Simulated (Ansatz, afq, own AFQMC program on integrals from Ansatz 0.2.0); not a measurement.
# SiH5, doublet: AFQMC among the cluster methods

```yaml
atoms:
  - { symbol: Si, position_ang: [-0.0861, 0.0000, 0.0000] }
  - { symbol: H, position_ang: [-0.5810, 1.3997, 0.0000] }
  - { symbol: H, position_ang: [-0.5810, -0.6999, 1.2122] }
  - { symbol: H, position_ang: [-0.5810, -0.6999, -1.2122] }
  - { symbol: H, position_ang: [1.6989, 0.0000, 0.0000] }
  - { symbol: H, position_ang: [2.4439, 0.0000, 0.0000] }
```

Basis cc-pVTZ. Noble-gas cores (and the filled d shells of Ga–Kr and In–Xe) are frozen. AFQMC by an in-house program on the Cholesky factors that Ansatz 0.2.0 writes for its CCSD(T) run. ph-AFQMC/CISD is guided by a CISD state made of CCSD amplitudes; releasing the constraint for a short imaginary time cuts its bias at the price of noise, slowly where states lie close. ± is one standard error of the sampling.

Determinant: UHF, the one that the program's search chose, which needn't be the lowest solution. The geometry is a point of a scan.

No full CI on the walks' own integrals is used here; CCSDT(Q) serves as the reference and is uncertain by about the last step of the cluster series.

* T1 diagnostic: 0.0148
* weight of the determinant in the CISD state: 0.903
* ⟨S²⟩ of the determinant: 0.766
* size of the correlated space: 9 electrons in 99 orbitals

| level | correlation energy (eV) |
| --- | --- |
| MP2 | -4.2834 |
| CCSD | -5.2058 |
| CCSD(T) | -5.3308 |

(1) Estimate where phaseless AFQMC with the Hartree–Fock trial lies against CCSD(T) on the same integrals.

(1) 9.5 ± 23.7 meV below CCSD(T). The gap is under twice the noise, so this walk alone can't tell the two apart.

Reference: CCSDT(Q), correlation energy -5.360 eV. The released energy is read at 2.40 1/Eh (meV from the phaseless value at times in 1/Eh: 0 ± 3 at 0.24, 1 ± 3 at 0.51, -5 ± 3 at 0.99, -2 ± 3 at 1.62, -3 ± 4 at 2.40).

```
         level  E − E(reference) (meV)  share of correlation (%)
       CCSD(T)                    28.8                     99.46
         CCSDT                     3.5                     99.93
   ph-AFQMC/HF             19.3 ± 23.7                     99.64
 ph-AFQMC/CISD               3.7 ± 3.5                     99.93
released AFQMC               1.0 ± 4.4                     99.98
```

A walk keeps the symmetry of its determinant, which the program's search chose and which needn't be the lowest solution, so a lower state of the same spin and another symmetry isn't excluded. Released energies are given only where the last usable release times agree within the noise; a slower fall can still hide under it.
